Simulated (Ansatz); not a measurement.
Program: Ansatz. Geometries: PBE0-D4/def2-TZVP. ΔE: electronic, gas phase. CCSD(T)/CBS is the MP2 limit (def2-TZVPP, def2-QZVPP) plus CCSD(T) − MP2 in def2-TZVPP, frozen cores. This one scheme is used for every species, atoms too. DFT in def2-TZVPP. HSE06 is defined as in plane-wave codes. Open shells (•) are unrestricted, without spin–orbit coupling. Spin–orbit coupling would lower the free atoms: a little for C, S. One conformer a species, not always the lowest.

Reaction (atomization): `Sc1ccccc1` → 6 C• + 6 H• + S•

```json
{"level": "BLYP-D4", "ΔE (kJ/mol)": "5990.9"}
{"level": "r2SCAN-D4", "ΔE (kJ/mol)": "6026.9"}
{"level": "HSE06", "ΔE (kJ/mol)": "6056.4"}
{"level": "LC-ωPBE", "ΔE (kJ/mol)": "5973.3"}
```

**Question.** What does CCSD(T)/CBS give? (An estimate is asked.)

**Answer.** Ansatz gave: +5953.3 kJ/mol. The listed levels differ from it by 37.6, 73.6, 103.1, 20.0 kJ/mol.

Largest T1 diagnostic among the species: 0.011.

From PBE to PBE0 (25 % exact exchange), in def2-TZVPP and without D4, ΔE moves by −116.3 kJ/mol: exact exchange takes away binding that semilocal exchange gives to molecules. Leaving LDA and LC-ωPBE aside and taking each functional with its dispersion term where it has one, the values, not all of them listed here, spread over 410.0 kJ/mol, from BHLYP-D4 to PBE-D4. LDA lies +760.9 kJ/mol from PBE without D4, its usual overbinding. At CCSD(T), def2-SVP lies −228.9 kJ/mol from the extrapolated value and def2-TZVPP −145.8 kJ/mol: correlation converges slowly with the basis, and small sets miss more of it in the bonded molecule than in its fragments.

For atomizations the MP2-based limit and the directly extrapolated one differ by several kJ/mol either way, and by 10 to 25 for some Ge, Se and Sn compounds, so smaller differences from it don't rank the levels.
